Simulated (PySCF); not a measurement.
Zinc-blende AlN (metastable phase): Hartree–Fock at its full settings () and at cheaper ones, in a cell of 2 atoms.

```json
[
 {"level and setting": "Hartree–Fock (PySCF)", "equilibrium lattice constant a (Å)": "4.360", "bulk modulus B0 (GPa)": "232", "band gap (eV)": "12.20"},
 {"level and setting": "Hartree–Fock/6-31G* (PySCF)", "equilibrium lattice constant a (Å)": "4.388", "bulk modulus B0 (GPa)": "224", "band gap (eV)": "12.18"},
 {"level and setting": "Hartree–Fock/GTH-SZV (PySCF)", "equilibrium lattice constant a (Å)": "4.397", "bulk modulus B0 (GPa)": "205", "band gap (eV)": "13.01"},
 {"level and setting": "Hartree–Fock/STO-3G (PySCF)", "equilibrium lattice constant a (Å)": "4.237", "bulk modulus B0 (GPa)": "356", "band gap (eV)": "12.88"}
]
```

Largest shifts from the full settings: lattice constant a -2.82 % (Hartree–Fock/STO-3G); bulk modulus +53 % (Hartree–Fock/STO-3G); band gap +0.81 eV (Hartree–Fock/GTH-SZV), against a difference of +6.86 eV of the full result from the reference 5.34 eV (measured, temperature not stated, no zero-point or thermal correction; as tabulated in Deguchi et al. (2016), arXiv:1512.06930).

The full settings aren't shown to be converged themselves.

Cells: Hartree–Fock at the level's own equilibrium cell for 2 of them, at the measured cell for 1 of them; Hartree–Fock/6-31G* at the level's own equilibrium cell for 2 of them, at the measured cell for 1 of them; Hartree–Fock/GTH-SZV at the level's own equilibrium cell for 2 of them, at the measured cell for 1 of them; Hartree–Fock/STO-3G at the level's own relaxed cell for 2 of them, at the measured cell for 1 of them.

Run with cheap settings on purpose, which may leave them unconverged: Hartree–Fock/6-31G*, Hartree–Fock/GTH-SZV, Hartree–Fock/STO-3G.
